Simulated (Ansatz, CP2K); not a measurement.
C4H4O (furan): from total energies to a heat of formation

The species is C4H4O (9 atoms), meant as a singlet with charge 0. SMILES: `c1ccoc1`. The shape is that of a PBE0-D4/def2-TZVP optimisation.

Total energies at B3LYP/def2-SVP (CP2K 2026.2); the atoms run unrestricted:

| species | state | energy (Eh) |
| --- | --- | --- |
| C4H4O | singlet | -229.854675 |
| C | triplet | -37.814065 |
| O | triplet | -75.000709 |
| H | doublet | -0.501259 |

Harmonic wavenumbers at PBE/def2-SVP, in cm⁻¹: 598, 618, 707, 729, 818, 857, 859, 863, 985, 1026, 1080, 1137, 1197, 1235, 1392, 1480, 1558, 3184, 3194, 3213, 3219.

Measured heats of formation of the gaseous atoms at 298.15 K, in kJ/mol: C 716.9, O 249.2, H 218.0. Spin-orbit lowering of the atoms at 298 K (mean of the ground term's levels less their thermal mean, from spectra), in kJ/mol: C 0.02, O 0.40. Take 1 Eh = 2625.50 kJ/mol, 1 cm⁻¹ = 0.0119627 kJ/mol, RT = 2.479 kJ/mol.

Question: What heat of formation follows?

Answer: 
1. Electronic atomisation energy: 4 × (-37.814065) + (-75.000709) + 4 × (-0.501259) − (-229.854675) = 1.592670 Eh = 4181.6 kJ/mol.
2. Zero-point energy: half the sum of the wavenumbers, 14974.5 cm⁻¹ = 179.1 kJ/mol.
3. Thermal vibrational enthalpy, Σ hcν̃/(exp(hcν̃/kT) − 1): 2.5 kJ/mol. Translation, rotation and pV of a non-linear molecule: 4 RT = 9.9 kJ/mol.
4. The 9 free atoms carry 5/2 RT each: 55.8 kJ/mol.
5. Spin-orbit coupling lowers the free atoms by 4 × 0.02 + 0.40 = 0.5 kJ/mol.
6. Atomisation enthalpy at 298 K: 4181.6 − 0.5 − 179.1 − 2.5 − 9.9 + 55.8 = 4045.4 kJ/mol.
7. Sum of the atoms' heats of formation: 3988.8 kJ/mol. Heat of formation: 3988.8 − 4045.4 = -56.6 kJ/mol.

The tabulated value is -34.8 kJ/mol (CRC Handbook of Chemistry and Physics), so this level is off by -21.8 kJ/mol, or 0.5 % of the atomisation enthalpy that the table implies (4023.5 kJ/mol). Anharmonicity and any spin-orbit splitting of the molecule are left out.
